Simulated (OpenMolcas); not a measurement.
**[CF2]+: a line through the functionals**

The species is [CF2]+ (3 atoms), meant as a doublet with charge +1. As SMILES, `F[C+]F`. The coordinates come from a PBE0-D4/def2-TZVP relaxation.

The vertical energy of the quartet above the doublet y, in eV, basis cc-pVTZ; a is the functional's share of exact exchange. Programs: OpenMolcas 26.06.

| functional | program | a | y (eV) |
| --- | --- | --- | --- |
| U-revPBE | OpenMolcas | 0 | 8.12 |
| UTPSS | OpenMolcas | 0 | 8.03 |
| UB3LYP | OpenMolcas | 0.2 | 8.31 |
| UPBE0 | OpenMolcas | 0.25 | ? |
| UBHLYP | OpenMolcas | 0.5 | 8.41 |

**Question.** Fit y = c + s·a to the known rows and predict UPBE0.

**Answer.** 
1. Means of the 4 rows: a = 0.1750, y = 8.217.
2. Σ(Δa)² = 0.1675, Σ(Δa·Δy) = 0.11475, so the slope is 0.11475/0.1675 = 0.68507.
3. Intercept: 8.217 − (0.68507) × 0.1750 = 8.097. The largest residual of the fit is 0.076.
4. UPBE0: 8.097 + (0.68507) × 0.25 = 8.27 eV.

The run gave 8.24 eV, so the prediction is off by +0.03 eV, within the scatter of the fit. The rows mix families of semi-local functionals, which the line can't see.
